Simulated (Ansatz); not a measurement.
Structure optimisation: silver, fcc

All numbers below come from Ansatz 0.2.0, DFT, RPBE, plane waves (420 eV) with PAW, scalar-relativistic. (PAW data from PBE, frozen cores regenerated.)

k-point mesh 13×13×13, Fermi-Dirac smearing 0.1 eV, no spin polarisation. Cell and atoms relax.

Starting structure:

```yaml
crystal:
  lattice:
    - [0.0, 2.0431, 2.0431]
    - [2.0431, 0.0, 2.0431]
    - [2.0431, 2.0431, 0.0]
  atoms:
    - { symbol: Ag, position: [0.0, 0.0, 0.0] }
hamiltonian:
  xc: rpbe
  pseudopotentials:
    kind: paw
    azcp:
      Ag: "pseudopotentials/Ag.paw.azcp"
basis:
  ecutwfc: 420
  fft_grid_basis: typed
kpoints:
  mp_grid: { grid: [13, 13, 13], shift: [0, 0, 0] }
magnetization:
  spin_polarized: false
scf:
  occupations: { method: fermi_dirac, width: 0.1 }
relax:
  max_steps: 60
  f_tol: 0.01
  cell: {}
```

Q: What cell does the relaxation end in?

A: Fm-3m with a = 4.212 Å; 18.69 Å³ per atom against 17.06 at the start (9.6 %).

Q: How much energy does the relaxation gain?

A: 39.5 meV per atom.

Path of the relaxation (the plane waves are chosen anew near the end, which can shift the energy a little):

```tsv
step	E − E(final) (meV/atom)	V (Å³/atom)	P (GPa)	max force (eV/Å)
0	39.50	17.057	8.67	0.000
1	10.57	19.626	-3.11	0.000
2	1.06	18.876	-0.71	0.000
3	0.55	18.665	0.09	0.000
4	0.55	18.687	0.00	0.000
5	0.00	18.687	-0.04	0.000
```
